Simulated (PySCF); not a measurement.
# Phosphorus: a sound run and one with changed settings

Sound run: P [Ne] 3s2 3p3, P⁺ [Ne] 3s2 3p2. Computed with PySCF 2.14 in cc-pVDZ-DK (4s3p1d, 18 functions), with scalar relativity by spin-free X2C-1e. In the sound run the correlated levels freeze [Ne]. The sound run starts from symmetry-adapted Hartree-Fock orbitals and uses a fine grid where one is needed.

Changed run: all electrons correlated in a basis built for the valence shell.

| species | method | sound run (hartree) | changed run (hartree) | converged |
| --- | --- | --- | --- | --- |
| P | MP2 | -341.58688 | -341.59284 | yes |
| P | CCSD(T) | -341.60560 | -341.61120 | yes |
| P⁺ | MP2 | -341.20817 | -341.21416 | yes |
| P⁺ | CCSD(T) | -341.22954 | -341.23529 | yes |

Ionisation energy of P:

| method | sound run (eV) | changed run (eV) |
| --- | --- | --- |
| UHF | 9.922 | 9.922 |
| MP2 | 10.305 | 10.304 |
| SCS-MP2 | 10.165 | 10.164 |
| CCSD | 10.231 | 10.226 |
| CCSD(T) | 10.233 | 10.229 |

A valence basis has no tight correlating functions, so it recovers only part of the core correlation, and not evenly between atom and ion.

For comparison, NIST gives 10.487 eV between the lowest levels.
